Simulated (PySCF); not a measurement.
How methods differ on the electron affinity of Si

Si⁻ [Ne] 3s2 3p3 (4S) → Si [Ne] 3s2 3p2 (3P), as a difference of total energies. All numbers are calculated (PySCF 2.14, no relativity, point nucleus, in aug-cc-pwCVTZ (8s7p5d3f, 75 functions)). Correlated levels: valence and next inner shell: 1s2 frozen. The calculations carry no spin-orbit coupling.

| method | electron affinity (eV) | plus first-order spin-orbit estimate | error of that sum (eV) |
| --- | --- | --- | --- |
| UHF | 0.852 | 0.837 | -0.553 |
| MP2 (valence and next inner shell) | 1.381 | 1.365 | -0.025 |
| SCS-MP2 (valence and next inner shell) | 1.202 | 1.187 | -0.203 |
| CCSD (valence and next inner shell) | 1.319 | 1.303 | -0.087 |
| CCSD(T) (valence and next inner shell) | 1.377 | 1.361 | -0.029 |

Reference: 1.390 eV (measured; photodetachment measurements, as compiled on the Wikipedia data page of electron affinities).

A first-order spin-orbit estimate (lowest level to lowest level, LS coupling) adds -0.016 eV.

Errors of the correlated levels include the incompleteness of this basis and the frozen core.
